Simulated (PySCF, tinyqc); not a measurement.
A ladder of methods, and size consistency: correlation methods against full CI in the sto-3g basis, for CH2, spin multiplicity 1. Computed by the program tinyqc with PySCF. All electrons correlated; +Q is the Davidson correction (1 - c0^2) E_corr. The last columns treat two copies 100 angstrom apart as one system. FCI is the lowest singlet.

Geometry (angstrom):

| atom | x | y | z |
|---|---|---|---|
| C | 0.0000 | 0.0000 | 0.0000 |
| H | 0.0000 | 0.9720 | 0.6060 |
| H | 0.0000 | -0.9870 | 0.6150 |

RHF energy of one = -38.361104 hartree

Correlation energies (hartree):

| method | E_corr of one | share of FCI (%) | E_corr of two at 100 angstrom | two minus twice one (mhartree) |
|---|---|---|---|---|
| MP2 | -0.03708 | 58.292 | -0.07416 | 0.000 |
| CISD | -0.06030 | 94.800 | -0.11389 | 6.708 |
| CISD+Q | -0.06427 | 101.046 | -0.12536 | 3.185 |
| CCSD | -0.06299 | 99.037 | -0.12599 | 0.000 |
| CCSD(T) | -0.06329 | 99.498 | -0.12657 | 0.000 |
| FCI | -0.06361 | 100.000 | - | - |

What does the comparison show, and why?

MP2 recovers 58 %, CISD 94.8 % and CCSD 99.0 % of the FCI value (c0^2 = 0.934 in CISD). MP2 and coupled cluster are size consistent, so their last column vanishes; CISD loses 6.71 mhartree, since a double excitation on each copy is a quadruple of the pair, and the Davidson correction leaves +3.18. The restricted reference is unstable here: a spin-polarised solution lies 0.0343 hartree lower (PySCF), so results built on it describe a poor reference.
